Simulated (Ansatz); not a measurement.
Relaxation of BH3O2 (6 atoms, charge 0, multiplicity 1), to a largest force component of 0.02 eV/Å in at most 40 steps.

Method: RHF/def2-SVP in Ansatz 0.2.0.

```xyz
6
Properties=species:S:1:pos:R:3
B 0.000 0.000 0.000
O 0.000 0.000 1.410
H -0.909 -0.281 1.747
O 1.221 0.000 -0.705
H 1.521 -0.952 -0.860
H -1.030 0.000 -0.595
```

Task: Where does it end, and by what steps?

Result: It converged. After 9 steps the energy has fallen by 0.895 eV; H5 moved furthest, 0.58 Å.

```csv
step,energy less start (eV),largest force component (eV/Å),accepted
0,0.0000,2.964,yes
1,-0.2378,3.548,yes
2,-0.3666,2.351,yes
3,-0.5908,1.121,yes
4,-0.5560,3.257,no
5,-0.7126,0.902,yes
6,-0.8276,0.676,yes
7,-0.8942,0.067,yes
8,-0.8949,0.053,yes
9,-0.8950,0.007,yes
```

```xyz
6
Properties=species:S:1:pos:R:3
B -0.088 -0.107 -0.087
O 0.044 -0.316 1.244
H -0.734 -0.147 1.750
O 0.963 -0.318 -0.898
H 1.739 -0.609 -0.441
H -1.122 0.264 -0.571
```

Whether the end is a true minimum wasn't checked by a vibrational analysis.

Run time: 4.5 s on 1 thread of Arm Neoverse V2, with other jobs on the host, peak memory 0.099 GiB.
